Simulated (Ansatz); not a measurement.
The cluster Mg₂S⁺. The state is a doublet with charge 1. Geometry PBE0-D4/def2-TZVP.

```xyz
3

Mg    0.201    0.289    1.978
Mg    0.383   -0.681   -1.850
S    -0.584    0.392   -0.127
```

The structure comes from a short search, and lower isomers may exist.

(1) Estimate the α-spin orbital energies around the gap (eV) in Ansatz with HF/6-31G, PBE-D4/def2-SVP, PBE-D4/def2-TZVP, B97M-V/def2-TZVP, PBE0-D4/def2-TZVP.

Results:

(1) 
```json
{"orbital": "HOMO−13", "HF/6-31G": "-183.33", "PBE-D4/def2-SVP": "-158.45", "PBE-D4/def2-TZVP": "-158.02", "B97M-V/def2-TZVP": "-161.77", "PBE0-D4/def2-TZVP": "-164.55"}
{"orbital": "HOMO−12", "HF/6-31G": "-110.71", "PBE-D4/def2-SVP": "-86.40", "PBE-D4/def2-TZVP": "-85.91", "B97M-V/def2-TZVP": "-91.16", "PBE0-D4/def2-TZVP": "-91.93"}
{"orbital": "HOMO−11", "HF/6-31G": "-107.76", "PBE-D4/def2-SVP": "-86.40", "PBE-D4/def2-TZVP": "-85.91", "B97M-V/def2-TZVP": "-91.16", "PBE0-D4/def2-TZVP": "-91.93"}
{"orbital": "HOMO−10", "HF/6-31G": "-70.39", "PBE-D4/def2-SVP": "-53.59", "PBE-D4/def2-TZVP": "-53.04", "B97M-V/def2-TZVP": "-55.12", "PBE0-D4/def2-TZVP": "-57.16"}
{"orbital": "HOMO−9", "HF/6-31G": "-70.38", "PBE-D4/def2-SVP": "-53.59", "PBE-D4/def2-TZVP": "-53.04", "B97M-V/def2-TZVP": "-55.12", "PBE0-D4/def2-TZVP": "-57.16"}
{"orbital": "HOMO−8", "HF/6-31G": "-70.38", "PBE-D4/def2-SVP": "-53.58", "PBE-D4/def2-TZVP": "-53.03", "B97M-V/def2-TZVP": "-55.11", "PBE0-D4/def2-TZVP": "-57.16"}
{"orbital": "HOMO−7", "HF/6-31G": "-67.42", "PBE-D4/def2-SVP": "-53.58", "PBE-D4/def2-TZVP": "-53.03", "B97M-V/def2-TZVP": "-55.11", "PBE0-D4/def2-TZVP": "-57.16"}
{"orbital": "HOMO−6", "HF/6-31G": "-67.35", "PBE-D4/def2-SVP": "-53.55", "PBE-D4/def2-TZVP": "-52.97", "B97M-V/def2-TZVP": "-55.04", "PBE0-D4/def2-TZVP": "-57.11"}
{"orbital": "HOMO−5", "HF/6-31G": "-67.34", "PBE-D4/def2-SVP": "-53.55", "PBE-D4/def2-TZVP": "-52.97", "B97M-V/def2-TZVP": "-55.04", "PBE0-D4/def2-TZVP": "-57.11"}
{"orbital": "HOMO−4", "HF/6-31G": "-28.05", "PBE-D4/def2-SVP": "-20.48", "PBE-D4/def2-TZVP": "-20.39", "B97M-V/def2-TZVP": "-21.29", "PBE0-D4/def2-TZVP": "-22.43"}
{"orbital": "HOMO−3", "HF/6-31G": "-15.82", "PBE-D4/def2-SVP": "-12.44", "PBE-D4/def2-TZVP": "-12.31", "B97M-V/def2-TZVP": "-12.45", "PBE0-D4/def2-TZVP": "-13.31"}
{"orbital": "HOMO−2", "HF/6-31G": "-14.21", "PBE-D4/def2-SVP": "-10.95", "PBE-D4/def2-TZVP": "-10.92", "B97M-V/def2-TZVP": "-11.00", "PBE0-D4/def2-TZVP": "-11.93"}
{"orbital": "HOMO−1", "HF/6-31G": "-13.68", "PBE-D4/def2-SVP": "-10.21", "PBE-D4/def2-TZVP": "-10.19", "B97M-V/def2-TZVP": "-10.32", "PBE0-D4/def2-TZVP": "-11.22"}
{"orbital": "HOMO", "HF/6-31G": "-10.70", "PBE-D4/def2-SVP": "-9.04", "PBE-D4/def2-TZVP": "-8.99", "B97M-V/def2-TZVP": "-8.85", "PBE0-D4/def2-TZVP": "-9.44"}
{"orbital": "LUMO", "HF/6-31G": "-6.39", "PBE-D4/def2-SVP": "-8.60", "PBE-D4/def2-TZVP": "-8.54", "B97M-V/def2-TZVP": "-8.42", "PBE0-D4/def2-TZVP": "-8.12"}
{"orbital": "LUMO+1", "HF/6-31G": "-3.31", "PBE-D4/def2-SVP": "-5.78", "PBE-D4/def2-TZVP": "-5.77", "B97M-V/def2-TZVP": "-5.63", "PBE0-D4/def2-TZVP": "-5.13"}
{"orbital": "LUMO+2", "HF/6-31G": "-3.14", "PBE-D4/def2-SVP": "-5.61", "PBE-D4/def2-TZVP": "-5.58", "B97M-V/def2-TZVP": "-5.38", "PBE0-D4/def2-TZVP": "-4.90"}
{"orbital": "LUMO+3", "HF/6-31G": "-2.21", "PBE-D4/def2-SVP": "-5.36", "PBE-D4/def2-TZVP": "-5.32", "B97M-V/def2-TZVP": "-5.13", "PBE0-D4/def2-TZVP": "-4.63"}
{"orbital": "LUMO+4", "HF/6-31G": "-2.11", "PBE-D4/def2-SVP": "-5.22", "PBE-D4/def2-TZVP": "-5.24", "B97M-V/def2-TZVP": "-5.10", "PBE0-D4/def2-TZVP": "-4.59"}
{"orbital": "LUMO+5", "HF/6-31G": "-1.43", "PBE-D4/def2-SVP": "-4.15", "PBE-D4/def2-TZVP": "-4.19", "B97M-V/def2-TZVP": "-4.02", "PBE0-D4/def2-TZVP": "-3.52"}
{"orbital": "β HOMO", "HF/6-31G": "-13.72", "PBE-D4/def2-SVP": "-10.17", "PBE-D4/def2-TZVP": "-10.15", "B97M-V/def2-TZVP": "-10.26", "PBE0-D4/def2-TZVP": "-11.19"}
{"orbital": "β LUMO", "HF/6-31G": "-6.06", "PBE-D4/def2-SVP": "-8.24", "PBE-D4/def2-TZVP": "-8.18", "B97M-V/def2-TZVP": "-8.30", "PBE0-D4/def2-TZVP": "-7.40"}
```
